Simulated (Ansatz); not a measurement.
## Strength of the O–H bond: H2O2 → HO2 + H

Species: H2O2 (hydrogen peroxide) `OO`, singlet; HO2 `[O]O`, doublet; H atom, doublet. 

Shapes, held fixed at every level: PBE0-D4/def2-TZVP. Flexible molecules stand in one conformer, not always the lowest. Programs: Ansatz 0.2.0. The zero-point and thermal change to 298 K, harmonic and unscaled (PBE0-D4/def2-TZVP), is -27.7 kJ/mol.

```csv
level,kind,ΔH(298 K) (kJ/mol),less CCSD(T)/CBS estimate
HF/def2-SVP,Hartree–Fock,+235.3,-134.7
B3LYP-D4/def2-TZVPP,global hybrid,+345.0,-25.0
BHLYP-D4/def2-TZVPP,global hybrid,+339.1,-30.9
PBE0-D4/def2-TZVPP,global hybrid,+336.5,-33.5
wB97M-V/def2-TZVPP,range-separated hybrid,+354.1,-15.9
wB97X-V/def2-TZVPP,range-separated hybrid,+343.6,-26.4
CCSD/def2-TZVPP,coupled cluster or CI,+354.2,-15.8
CCSD(T)/CBS estimate,coupled cluster or CI,+370.0,0.0
```

The highest level, CCSD(T)/CBS estimate, gives ΔH(298 K) = +370.0 kJ/mol; the levels span +235.3 to +370.0. The column of differences is taken from that level and isn't an error. Hartree–Fock misses the correlation of the pair that is broken and comes out low. No measured value is set beside it here. Open shells run unrestricted unless RO is named. The CBS estimate extrapolates MP2 from def2-TZVPP and def2-QZVPP and adds CCSD(T) − MP2 in the triple-zeta set, cores frozen.
